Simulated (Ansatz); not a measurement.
**Worked example: correlation energy of SnH⁺, triplet**

Geometry: a PBE0/def2-TZVP stationary point for this spin. The singlet lies 2.2 eV lower here.

```xyz
2

Sn    0.0000    0.0000    0.0000
H     0.0000    0.0000    1.8814
```

Basis def2-TZVPP with its core potentials; Ansatz 0.2.0. Correlated methods freeze the noble-gas cores and the filled d shells of p-block atoms, which leaves 4 electrons in 55 orbitals. Prefix R: restricted or restricted open-shell reference. No spin–orbit coupling is included; scalar relativity enters through the core potentials alone.

Full CI is exact within this basis and frozen core; it isn't the basis-set limit.

RCCSD has a T1 diagnostic of 0.036 and a largest doubles amplitude of 0.11.

Runs differ by some tens of microhartree through their thresholds and, for an open shell, their frozen cores, so steps under 0.03 kcal/mol mean nothing.

Here the R and U totals at CCSDT(Q) differ by 0.49 kcal/mol, a measure of how far such totals hang on the determinant and its frozen core.

| level | total energy (hartree) |
| --- | --- |
| RHF | -213.583791 |
| RMP2 | -213.634524 |
| RCCSD | -213.648512 |
| RCCSD(T) | -213.649953 |
| RCCSDT | -213.650371 |
| RCCSDT(Q) | -213.650393 |
| full CI | -213.650347 |

Question: What is the correlation energy at full CI, and what share of it do RMP2 and RCCSD(T) recover?

Answer: E(corr) = -213.650347 − (-213.583791) = -0.066556 hartree = -1.811 eV. RMP2: -0.050733 / -0.066556 = 76.23 %. RCCSD(T): -0.066162 / -0.066556 = 99.41 %.

Question: By how many kcal/mol does RCCSD(T) miss full CI (1 hartree = 627.509 kcal/mol), and which steps make up the rest?

Answer: -213.649953 − (-213.650347) = 0.000394 hartree = 0.25 kcal/mol. Steps: RCCSDT − RCCSD(T) = -0.26, RCCSDT(Q) − RCCSDT = -0.01, full CI − RCCSDT(Q) = 0.03 kcal/mol. That is within 1 kcal/mol of the reference in this basis, which itself misses far more of the correlation at the basis-set limit.
